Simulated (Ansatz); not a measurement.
# Match the barriers

Saddle point of CH4AlCl, closed shell (CH₄AlCl ([CH3][AlH][Cl]) → AlCl + CH₄; bonds formed: C2–H3; bonds broken: Al1–C2, Al1–H3), PBE0-D4/def2-TZVP structure:

Al1  (-0.700, -1.319, 0.057)
C2  (0.185, 0.653, -0.225)
H3  (-1.022, -0.258, -1.057)
Cl4  (0.359, -1.914, 1.771)
H5  (1.239, 0.354, -0.299)
H6  (-0.033, 1.095, 0.755)
H7  (-0.029, 1.388, -1.002)
(Å)

Computed with Ansatz 0.2.0 (basis: def2-TZVPP, with def2-QZVPP for the basis limit); correlated methods freeze the cores. Extrapolation: Hartree–Fock as exp(−7.88 √X), correlation as X^−2.97. Four methods, as single points on the PBE0-D4 structures, gave these electronic barriers from the start structure: 3.105, 3.410, 3.799, 4.326 eV.

(1) The methods were, in alphabetical order, BHLYP-D4, HF, PBE-D4, PBE0-D4. Which gave which? (A judgement: the text doesn't fix the answer.)

The T1 diagnostic stays at or below 0.016. The restricted Hartree–Fock reference is unstable towards an unrestricted one at one or more of these structures. A large double-excitation amplitude points to some diradical character; no triplet was computed. The end structure is not quite a true minimum (one mode of 33i cm⁻¹).

Results:

(1) Computed: PBE-D4 3.105; PBE0-D4 3.410; BHLYP-D4 3.799; HF 4.326 eV. For comparison, CCSD(T) at an estimated basis limit (MP2 extrapolated from triple and quadruple zeta, plus CCSD(T) − MP2 in triple zeta) gives 3.524 eV.

Labels in which every atom is bracketed show which atoms are joined, not bond orders.

For scale, one of the runs: CCSD(T)/def2-TZVPP, 171 basis functions, launched by `ansatz run in.yaml --threads 2 --pin off --events-out ev --progress --plain --max-ram 4352MiB`. Hardware: 2 CPU threads of an Arm Neoverse N1, shared host. Wall time 39 s; peak host memory 1.3 GiB.
